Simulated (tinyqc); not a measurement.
Worked calculation: RHF in the sto-6g basis, for CH3+, spin multiplicity 1. One step of it, computed by the program tinyqc.

Task: Iteration 2: DIIS coefficients. Solve [B -1; -1 0][c; lambda] = [0; -1] for the coefficients, which sum to one.

B (overlaps of the stored error matrices):
```
               1              2
1  9.6890922e+01  3.0634915e+00
2  3.0634915e+00  8.5064152e-01
```

Give: DIIS coefficients.

Result:

DIIS coefficients: -0.0242  1.0242
